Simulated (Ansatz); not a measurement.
**[OH···H···GeH$_{3}$], doublet along the distance O1-H3**

Starting geometry:

```yaml
atoms:
  - { symbol: O, position_ang: [-2.6179, -0.0100, 0.0000] }
  - { symbol: H, position_ang: [-2.8672, 0.9166, 0.0000] }
  - { symbol: H, position_ang: [-1.6584, -0.0100, 0.0000] }
  - { symbol: Ge, position_ang: [0.5951, -0.0100, 0.0000] }
  - { symbol: H, position_ang: [1.0638, -1.4759, 0.0000] }
  - { symbol: H, position_ang: [1.0638, 0.7230, -1.2695] }
  - { symbol: H, position_ang: [1.0638, 0.7230, 1.2695] }
```

From there H3 is moved from one fragment to the other while all else, the fragments' distance too, stays fixed, so the hump isn't the reaction's barrier; atoms are numbered as listed. Energies are in kJ/mol, counted from the starting geometry at the same level. Kohn–Sham curves are unrestricted where that lies lower.

Basis cc-pVDZ; Ansatz 0.2.0. Only valence electrons are correlated (noble-gas cores and the filled d shells of p-block atoms frozen). R marks a restricted (for open shells ROHF) determinant, U an unrestricted one. No spin–orbit coupling is included, and no scalar relativity.

In so small a basis the reference is far from its limit while semilocal and hybrid functionals are nearer theirs (RPA and double hybrids share much of the reference's basis error), so the functionals' errors here hold much of the reference's basis and frozen-core error, which can add to them or hide them.

Full CI isn't at hand for all of this; UCCSDT(Q) serves as the reference, and is uncertain by about the last step of the cluster series.

```tsv
distance O1-H3 (Å)	UCCSDT(Q)	SPW92	PBE	r2SCAN	PBE0	B3LYP	wB97M-V	B2PLYP	RPA-PBE
0.960	0.0	0.0	0.0	0.0	0.0	0.0	0.0	0.0	0.0
1.063	17.9	4.6	6.5	11.2	13.9	12.0	15.6	15.3	14.5
1.270	96.6	60.6	62.5	74.7	82.0	75.6	90.9	88.4	82.7
1.476	129.6	102.4	97.9	107.3	113.4	105.4	126.1	121.7	111.1
1.683	124.2	131.7	117.9	116.6	119.4	112.8	126.6	121.9	112.4
```
